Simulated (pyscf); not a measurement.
Addition across a multiple bond or ene-type step: HAs=AsH + silane (SiH₄) → H₃Si–AsH–AsH₂

Gas phase, singlet surface, charge 0. Bonds broken: Si5–H6. Bonds formed: As1–Si5, As2–H6. Structures and frequencies: ωB97X-D3(BJ)/def2-SVP in PySCF.

Transition state (Å):

```xyz
9

As     0.4860     1.7490    -0.1650
As     1.0914    -0.4432    -0.4662
H      1.4259     1.8816     1.0261
H      0.1756    -0.6459    -1.6629
Si    -1.2955     0.0851     1.0418
H     -0.3168    -1.1564     0.5606
H     -1.8591     0.2067    -0.3320
H     -0.3178     0.3556     2.1334
H     -2.5699    -0.0904     1.8431
```

One imaginary mode, 714i cm⁻¹; descent along it reached the two sides named.

```csv
bond,change,reactant side (Å),saddle,product side
Si5–H6,breaks,1.491,1.653,3.0
As1–Si5,forms,3.9,2.7,2.345
As2–H6,forms,3.2,1.883,1.522
```

Electronic energies relative to the separated reactants (kcal/mol):

```tsv
level	barrier	reaction energy	reverse barrier
ωB97X-D3(BJ)/def2-TZVP	23.3	-32.8	56.0
PBE/def2-TZVP	22.0	-23.2	45.2
r²SCAN/def2-TZVP	23.6	-25.6	49.2
B3LYP-D3(BJ)/def2-TZVP	27.7	-23.6	51.3
PBE0-D3(BJ)/def2-TZVP	21.6	-28.7	50.4
M06-2X/def2-TZVP	26.9	-25.5	52.4
ωB97M-D3(BJ)/def2-TZVP	28.1	-25.7	53.8
HF/def2-TZVP	49.7	-20.3	70.1
```

With ωB97M-D3(BJ)/def2-TZVP energies and thermal terms (ideal gas, 1 atm, RRHO with modes under 100 cm⁻¹ raised to 100, one conformer, R ln 2 for chiral ones without a mode under 150 cm⁻¹), in kcal/mol:

```tsv
T (K)	ΔH‡	ΔG‡	ΔH	ΔG
298	28.2	38.3	-24.1	-15.4
600	28.5	48.5	-23.1	-6.9
900	29.2	58.4	-22.0	+1.0
1200	29.9	68.0	-20.8	+8.5
```

This is the saddle that the search found; another between the same sides may lie lower. Elements up to Kr have no core potential and no relativistic terms here.
